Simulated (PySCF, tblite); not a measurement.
One entry of a table of gas-phase calculations, keyed by method. Lists by class give the value and the number of equivalent atoms.

```json
{
 "formula": "C3H8OP",
 "smiles": "COCC[PH-]",
 "charge": -1,
 "multiplicity": 1,
 "geometry_level": "GFN2-xTB",
 "atoms_angstrom": [
  ["C", 2.158, 0.127, -0.248],
  ["O", 1.002, -0.56, 0.117],
  ["C", -0.179, 0.076, -0.368],
  ["C", -1.42, -0.693, 0.027],
  ["P", -2.965, 0.119, -0.646],
  ["H", 2.26, 0.196, -1.342],
  ["H", 2.165, 1.151, 0.156],
  ["H", 3.006, -0.426, 0.157],
  ["H", -0.134, 0.156, -1.463],
  ["H", -0.235, 1.099, 0.037],
  ["H", -1.383, -1.699, -0.397],
  ["H", -1.477, -0.783, 1.116],
  ["H", -2.802, 1.239, 0.114]
 ],
 "electronic_structure_code": "PySCF",
 "results": {
  "GFN2-xTB geometry": {
   "rotational_constants_GHz": [18.126, 1.407, 1.349]
  },
  "PBE0/pcSseg-1 ground state and GIAO shieldings, non-relativistic": {
   "homo_eV": 1.37,
   "lumo_eV": 4.82,
   "shift_vs_computed_TMS_C_by_class_ppm": [
    [92.3, 1],
    [60.4, 1],
    [26.3, 1]
   ],
   "shift_vs_computed_TMS_H_by_class_ppm": [
    [3.22, 3],
    [2.99, 2],
    [1.81, 2],
    [-0.68, 1]
   ],
   "shielding_other_nuclei_by_class_ppm": [
    ["O", 290.3, 1],
    ["P", 541.9, 1]
   ],
   "charges_hirshfeld_e_by_atom": [-0.06, -0.17, -0.02, -0.16, -0.55, 0.02, 0.02, 0.03, 0.0, 0.01, 0.0, 0.0, -0.12]
  },
  "GFN2-xTB harmonic vibrations, gas phase": {
   "strongest_ir_bands_cm-1_km_per_mol_modes": [
    [959.0, 77.0, 1],
    [1088.4, 130.5, 1],
    [2364.0, 414.3, 1],
    [2834.8, 91.2, 1],
    [2842.9, 73.0, 1],
    [2909.6, 99.9, 1]
   ],
   "zpe_kcal_per_mol": 64.8
  }
 }
}
```

The rotational constants make it an asymmetric top with κ = (2B − A − C)/(A − C) = -0.99, nearer the prolate limit (−1). With B = h/(8π²I), that is 505.379 GHz u Å² over I, the principal moments of inertia are 27.9, 359.1 and 374.6 u Å² (most abundant isotopes). The zero-point energy, half the sum of the 33 harmonic wavenumbers, equals 22660 cm⁻¹ or 271 kJ/mol.

 NMR classes are plain means over equivalent atoms (diastereotopic ones count apart unless rotation or inversion swaps them), as if these changed places fast; in this geometry the members of some classes differ. The HOMO energy is positive, so at this level the finite basis confines the outermost electrons. No diffuse functions stand in pcSseg-1, which bears on an anion's orbital energies.

Shape of the structure used: `[CH3:1][O:2][CH2:3][CH2:4][PH-:5]`: C1–O2–C3–C4 179°, O2–C3–C4–P5 -179°, H–P5–C4–C3 -65°.

One conformer stands for the species.
